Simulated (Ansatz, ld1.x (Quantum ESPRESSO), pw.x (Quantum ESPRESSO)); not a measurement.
tin (Sn): one change to the ultrasoft potential, in the atom and in the sc crystal

tin, ultrasoft, made with ld1.x (Quantum ESPRESSO) 7.5 (PBEsol, scalar-relativistic). Core [Kr] 4d10, reference 5s2 5p0 (charge +2). Waves: 5s (bound): rcut 1.95, rcutus 2.15 bohr; 5s channel at -1.3 Ry: rcut 1.95, rcutus 2.15 bohr; 5p (bound, empty): rcut 1.80, rcutus 2.15 bohr; 5p channel at -0.6 Ry: rcut 1.80, rcutus 2.15 bohr; 5d channel at 0.3 Ry: rcut 1.55, rcutus 2.15 bohr; 5d channel at 1.8 Ry: rcut 1.55, rcutus 2.15 bohr. Local part: all-electron potential smoothed inside 1.80 bohr (lloc = -1). Core correction: a·sin(br)/r model core inside 1.75 bohr. Augmentation charge: built from norm-conserving waves at rcut, not smoothed further.

Change: waves 5d channel at 0.3 Ry: rcut 1.55, rcutus 2.24 bohr; 5d channel at 1.8 Ry: rcut 1.55, rcutus 2.24 bohr.

Cutoffs, loose and tight: the cutoffs (Ry, on a coarse ladder) from which the occupation-weighted sum of valence levels, in a spherical-Bessel basis at the reference potential, stays within 10 and 1 mRy of its value at 400 Ry. They do not see the model core or the augmentation charge, which bear on the density cutoff. Test errors are all-electron minus pseudo excitation energies from the reference, over the configurations 5s2 5p2; 5s2 5p1; 5s1 5p0; 5s1 5p2; 5s2 5p2.3; 5s2 5p1.5; 5s1 5p3; variants that change the core or the reference have their own tests.

Crystal test: sc Sn in pw.x 7.5, no spin, 11³ k-points, Fermi–Dirac smearing 0.01 Ry, cutoffs set for each file from its atomic test. The reference is all-electron LAPW (Ansatz 0.2.0) with the same functional, mesh and smearing; V0 and B0 come from Birch–Murnaghan fits to the pressures at five volumes. Errors are pseudo minus all-electron; Δ is the rms difference of the E(V) curves that follow from these fits, minima aligned, over ±6 % about the mean V0. Mesh and smearing are coarse, so the numbers serve the comparison and aren't converged zero-temperature values; the lattice is a test structure that the element need not adopt.

All-electron: a0 = 3.036 Å (V0 = 27.99 Å³/atom), B0 = 53.3 GPa.

Question: Does the change bring the crystal closer to the all-electron result?

Answer: The mean pressure error goes from -2.95 to -1.93 GPa, so the change moves the solid closer to the all-electron pressures.

```
                       quantity       base    changed
                 outcome (atom)  generated  generated
           cutoff, loose (atom)       6 Ry       6 Ry
           cutoff, tight (atom)      10 Ry      10 Ry
            bound ghosts (atom)       none       none
largest test error (meV) (atom)       -131       -131
           cutoffs in pw.x (Ry)     40/600     40/600
                         a0 (Å)          –      2.997
                   a0 error (%)          –      -1.28
                   B0 error (%)          –       +5.5
                   Δ (meV/atom)          –       12.8
      mean pressure error (GPa)      -2.95      -1.93
```

A dash: not determined, or the minimum lies outside the volumes sampled.

Base: This is a poor potential for the solid. Changed file: This is a poor potential for the solid. The atomic cutoffs weigh occupied waves only.
